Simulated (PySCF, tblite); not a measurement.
# trifluorophosphine radical anion (PF3−) (doublet): geometry, infrared bands and EPR parameters

Aim: predict the infrared bands and EPR parameters of trifluorophosphine radical anion (PF3−) (doublet) (`F[P@SP2-](F)F`).

Computed with tblite 0.8.0 and PySCF 2.14.0, with density-fitted response routines of our own, on a single molecule in the gas phase. Atoms count from 0, in the outputs and in this text.

## Step 1: Starting geometry

4 atoms, charge -1, multiplicity 2; geometry from: force field or distance geometry start.

Bonds of the start (Å): F0–P1 1.70, P1–F2 1.73, P1–F3 1.72.

## Step 2: Relaxing the molecule with GFN2-xTB

What the job is given:

```
{"job": {"kind": "relax", "xc": "GFN2-xTB", "basis": "xTB"}, "charge": -1, "multiplicity": 2}
F     -1.013200    -1.248200    -0.149600
P      0.002300    -0.008900     0.425100
F      1.623600    -0.236300    -0.146200
F     -0.602500     1.498200    -0.152200
```

On the command line:

```sh
$ OMP_NUM_THREADS=1 python probes_run.py task.json out
```

This one command runs all jobs of the session in turn.

**Question.** This job is followed by: GFN2-xTB harmonic vibrations, gas phase; PBE0-D3(BJ)/def2-SVP geometry optimisation, gas phase; UKS B3LYP, IGLO-III on F P, non-relativistic, mean-field spin-orbit, GIAO. What will the session give for the following? strongest single infrared mode (GFN2-xTB); zero-point energy (GFN2-xTB); point group; rotational constants (main isotopes); g(iso) (B3LYP); ⟨S²⟩; largest a(iso) (averaged by class).

As calculated:

```
                                 quantity                  value
strongest single infrared mode (GFN2-xTB)   491 cm⁻¹, 518 km/mol
             zero-point energy (GFN2-xTB)           3.3 kcal/mol
                              point group                    C2v
     rotational constants (main isotopes)  13.19, 4.25, 3.22 GHz
                           g(iso) (B3LYP)                2.00204
                                     ⟨S²⟩     0.757 (exact 0.75)
       largest a(iso) (averaged by class)   31P on P1, 146.3 MHz
```

**Reading.** Relaxing lowered the energy by 2.369 eV in 43 steps; the close pair that moved most is P1–F3, from 1.723 to 1.831 Å (GFN2-xTB). No mode is imaginary among the 6: a minimum at this level. The strongest single mode, at 491 cm⁻¹, moves mainly P1. Unscaled tight-binding wavenumbers are off by several per cent, some by more. Its intensities can rank the bands wrongly. Over 10 steps the energy fell by 0.061 eV; of the close pairs, P1–F2 changed most, 1.818 to 1.773 Å (PBE0/def2-SVP). P1 carries the largest spin population, 0.93 e. The isotropic g lies 0.3 ppt below the free-electron value.
